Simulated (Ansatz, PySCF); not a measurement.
Molecule: C$_{2}$H$_{3}$, net charge -1, singlet state. It need not be the lowest isomer of its formula. Whether it binds its extra electron was not tested at this geometry. 
Coordinates optimised at B3LYP-D3(BJ)/def2-TZVP (Ansatz, an electronic-structure program):
```
C
C 1 1.3514
H 1 1.1007 2 121.53
H 1 1.1100 3 111.48 2 -180.00
H 2 1.1197 1 107.92 3 -180.00
```
Charge -1, spin multiplicity 1.

Total electronic energies in hartree. Correlated levels leave the core frozen unless marked. Spin-orbit coupling is left out. No relativistic terms. Basis-set limits of correlation are two-point, X^-3; Hartree-Fock from the larger set.

| level | program | energy (Eh) |
|---|---|---|
| HF/def2-QZVPP | Ansatz | -77.39467 |
| RI-HF/cc-pVTZ | Ansatz | -77.38179 |
| SVWN5/def2-TZVPD | Ansatz | -77.20501 |
| PBE-D4/def2-TZVPD | Ansatz + dftd4 | -77.84291 |
| BLYP-D4/def2-TZVPD | Ansatz + dftd4 | -77.92197 |
| M06-L/def2-TZVPD | PySCF | -77.93366 |
| PBE0-D3(BJ)/def2-TZVPD | Ansatz + dftd3 | -77.84755 |
| PW6B95-D3(BJ)/def2-TZVPD | PySCF + dftd3 | -78.05004 |
| MP2/cc-pwCVTZ | Ansatz | -77.72904 |
| MP2/cc-pVQZ | Ansatz | -77.75602 |
| RI-MP2/aug-cc-pVQZ | Ansatz | -77.76593 |
| RI-MP2/CBS(def2-TZVPPD,def2-QZVPPD) | Ansatz | -77.7771 |
| SCS-MP2/STO-3G | Ansatz | -76.34391 |
| SCS-MP2/def2-TZVPPD | Ansatz | -77.73915 |
| SCS-MP2/def2-QZVPPD | Ansatz | -77.76600 |
| CCSD/cc-pVDZ | Ansatz | -77.65622 |
| CCSD/cc-pwCVTZ | Ansatz | -77.74919 |
| CCSD/def2-TZVPP | Ansatz | -77.75150 |
| CCSD/def2-TZVPPD | Ansatz | -77.75704 |
| CCSD(T)/cc-pVDZ | Ansatz | -77.66684 |
| CCSD(T)/cc-pVDZ | PySCF | -77.66684 |
| CCSD(T)/cc-pVTZ | Ansatz | -77.76195 |
| CCSD(T)/CBS(def2-TZVPPD,def2-QZVPPD) | Ansatz | -77.8094 |

Totals of different functionals don't rank their quality; only differences between species are comparable.
